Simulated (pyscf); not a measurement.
Four-centre exchange: Cl–Si•(Cl)–Cl (SMILES Cl[Si](Cl)Cl) + NH₃ (SMILES N) -> HCl (SMILES Cl) + H₂N–Si•(Cl)–Cl (SMILES N[Si](Cl)Cl)

Gas phase, doublet surface, charge 0. Bonds broken: Cl1–Si2, N5–H6. Bonds formed: Cl1–H6, Si2–N5. PySCF, gas phase, ωB97X-D3(BJ)/def2-SVP geometries.

Transition state (Å):

```xyz
8

Cl     2.0563     0.4515     0.3779
Si    -0.7753     0.6106    -0.2254
Cl    -1.4641     1.7036     1.3771
Cl    -2.3782     0.1332    -1.4618
N     -0.3107    -0.9709     0.5555
H      0.9719    -0.5543     0.6497
H     -0.4167    -1.7910    -0.0455
H     -0.7722    -1.1476     1.4508
```

One imaginary mode, 854i cm⁻¹; descent along it reached the two sides named, in the forms told below.

| bond | change | reactant side (Å) | saddle | product side |
|---|---|---|---|---|
| Cl1–Si2 | breaks | 2.174 | 2.9 | 3.6 |
| N5–H6 | breaks | 1.023 | 1.352 | 1.958 |
| Cl1–H6 | forms | 2.7 | 1.504 | 1.304 |
| Si2–N5 | forms | 2.000 | 1.824 | 1.740 |

Electronic energies relative to the separated reactants (eV):

```json
[
 {"level": "ωB97X-D3(BJ)/def2-TZVP", "barrier": "0.51", "reaction energy": "+0.38", "reverse barrier": "0.13"},
 {"level": "PBE/def2-TZVP", "barrier": "0.34", "reaction energy": "+0.37", "reverse barrier": "-0.03"},
 {"level": "r²SCAN/def2-TZVP", "barrier": "0.37", "reaction energy": "+0.34", "reverse barrier": "0.03"},
 {"level": "B3LYP-D3(BJ)/def2-TZVP", "barrier": "0.41", "reaction energy": "+0.33", "reverse barrier": "0.08"},
 {"level": "PBE0-D3(BJ)/def2-TZVP", "barrier": "0.37", "reaction energy": "+0.35", "reverse barrier": "0.01"},
 {"level": "M06-2X/def2-TZVP", "barrier": "0.43", "reaction energy": "+0.30", "reverse barrier": "0.12"},
 {"level": "ωB97M-D3(BJ)/def2-TZVP", "barrier": "0.48", "reaction energy": "+0.32", "reverse barrier": "0.16"},
 {"level": "HF/def2-TZVP", "barrier": "1.09", "reaction energy": "+0.28", "reverse barrier": "0.81"}
]
```

With ωB97M-D3(BJ)/def2-TZVP energies and thermal terms (ideal gas, 1 atm, RRHO with modes under 100 cm⁻¹ raised to 100, one conformer, R ln 2 for chiral ones without a mode under 150 cm⁻¹), in eV:

| T (K) | ΔH‡ | ΔG‡ | ΔH | ΔG |
|---|---|---|---|---|
| 298 | 0.38 | 0.82 | +0.23 | +0.19 |
| 600 | 0.40 | 1.27 | +0.26 | +0.15 |
| 900 | 0.43 | 1.70 | +0.29 | +0.08 |
| 1200 | 0.47 | 2.12 | +0.31 | +0.01 |

On the reactant side the descent ends in an adduct with a N–Si contact (not fully relaxed), 0.44 eV under the separated species and 0.95 eV under the saddle at ωB97X-D3(BJ)/def2-TZVP. At PBE the saddle lies under the separated products, which points to a path from their complex (located at ωB97X-D3(BJ) alone), and parting the products costs more than the saddle. What is counted as formed (N–Si) is already present as a longer contact in the reactant adduct; forming that adduct is a step of its own. One saddle was located; it need not be the lowest between these sides.
